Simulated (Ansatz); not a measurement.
```yaml
crystal:
  periodic: [false, false, false]
  atoms:
    - {symbol: P, position_ang: [0.341336, 1.060607, 0.328272]}
    - {symbol: P, position_ang: [-1.184239, -0.333686, 0.256798]}
    - {symbol: P, position_ang: [0.842903, -0.726931, -0.585070]}
basis:
  gaussian: {orbitals: 6-31G}
magnetization: {spin_polarized: true, initial_magnetization: 1}
hamiltonian: {xc: {name: SPW92}}
```

```sh
$ ansatz run in.yaml --threads 4 --pin off --events-out ev --progress --plain --max-ram 3916MiB
```

It prints (some lines left out):

```
Functional definition: SPW92
  name "SPW92"
  cite "Dirac, Proc. Camb. Phil. Soc. 26, 376 (1930) doi:10.1017/S0305004100016108"
  cite "Slater, Phys. Rev. 81, 385 (1951) doi:10.1103/PhysRev.81.385"
  cite "Perdew & Wang, Phys. Rev. B 45, 13244 (1992) doi:10.1103/PhysRevB.45.13244"
  exchange = slater_x
  correlation = pw_c
420 factors; integrals over basis functions are off by at most 1.3e-4 eV
mean field evaluation 1: about -27758.0692 eV, gradient 6.6e0 eV
mean field evaluation 2: about -27754.4945 eV, gradient 2.0e1 eV
mean field evaluation 4: about -27758.4622 eV, gradient 2.1e0 eV
mean field evaluation 8: about -27758.4971 eV, gradient 1.6e-1 eV
mean field evaluation 16: about -27756.8641 eV, gradient 1.1e1 eV
mean field evaluation 32: about -27757.8714 eV, gradient 8.2e-1 eV
mean field -27758.49738280 eV, -1020.1059634326 hartree, gradient 2.6e-5 eV, S^2 0.759111; 3 other end points of the search recorded, 0 dependent functions left out
reference -27758.49740593 eV, -1020.1059642825 hartree; 23, 22 occupied and 16, 17 virtual orbitals, 420 factors
Total energy: -27758.49740593 eV, -1020.1059642825 hartree
```

Hardware: 4 threads of Intel Xeon on a shared host. Wall time 1.2 s.
